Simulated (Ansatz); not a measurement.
# BSiH2 (sextet): the correlation ladder, cc-pVTZ

An exercise on one series of results from a longer session: the logs are not shown, and one member is left open.

The runs use Ansatz 0.2.0, Gaussian basis; cc-pVTZ, core rule «outside noble gas», up to 6 orbitals frozen.

Plan: UHF; CCSD(T) on ROHF; CCSD(T) on UHF; BCCD(T) on ROHF; CCSDT(Q) on ROHF; CCSDT(Q) on UHF; CASSCF and MRCISD+Q, 9 electrons in 10 orbitals; CASSCF and NEVPT2, 9 electrons in 10 orbitals.

5 further runs of the same task are left out: 5 set aside as unsound or not needed.

**The system**

The geometry is a PBE0/def2-TZVP stationary point (not a proven minimum) of the parent state, kept for this charge and spin.

4 atoms, charge 0, spin multiplicity 6.

Atoms are counted from 1 here; the program's logs count them from 0.

Bond lengths: Si1–B2 1.993 Å, B2–H3 1.191 Å, B2–H4 1.191 Å. Angles: Si1–B2–H3 115.4°, Si1–B2–H4 115.4°, H3–B2–H4 129.2°.

The first run:

The input, in.yaml:

```yaml
crystal:
  periodic: [false, false, false]
  atoms:
    - {symbol: Si, position_ang: [0.000000, 0.000000, 0.649966]}
    - {symbol: B, position_ang: [0.000000, 0.000000, -1.342837]}
    - {symbol: H, position_ang: [0.000000, -1.075954, -1.853888]}
    - {symbol: H, position_ang: [0.000000, 1.075954, -1.853888]}
basis:
  gaussian: {orbitals: cc-pVTZ}
magnetization: {spin_polarized: true, initial_magnetization: 5}
hamiltonian: {xc: hf}
output: {orbitals: {seedname: orbitals}}
```

On the command line:

```bash
$ ansatz run in.yaml --threads 1 --pin off --events-out ev --progress --plain --max-ram 2816MiB --backend cpu
```

Among the steps run: UHF; CCSD(T) on ROHF; CCSD(T) on UHF; BCCD(T) on ROHF; CCSDT(Q) on ROHF; CCSDT(Q) on UHF; CASSCF and MRCISD+Q, 9 electrons in 10 orbitals; CASSCF and NEVPT2, 9 electrons in 10 orbitals.

One of the session's tables, all rows but one given; the rest of the session is left out.

```
          method  from UCCSDT(Q) (meV)
            ROHF               +4666.1
             UHF               +4565.7
            RMP2               +1008.1
            UMP2                +995.4
           RCCSD                +211.9
           UCCSD                +205.0
        RCCSD(T)                 +45.2
        UCCSD(T)                 +40.7
         BCCD(T)                 +44.4
          RCCSDT                 +10.7
          UCCSDT                  +6.3
       RCCSDT(Q)                  +5.2
       UCCSDT(Q)                     0
  CASSCF valence                     ?
  NEVPT2 valence                +972.0
  MRCISD valence                +305.1
MRCISD+Q valence                 +94.1
```

Estimate the missing values for CASSCF valence.

The run gave: from UCCSDT(Q) (meV): +3514.3. In the column «from UCCSDT(Q) (meV)» it lies between RMP2 (+1008.1) and UHF (+4565.7).

Limits of these values: Restricted and unrestricted rows rest on different reference determinants; where their highest levels disagree by more than a few hundredths of an eV, they describe different states and don't form one ladder.
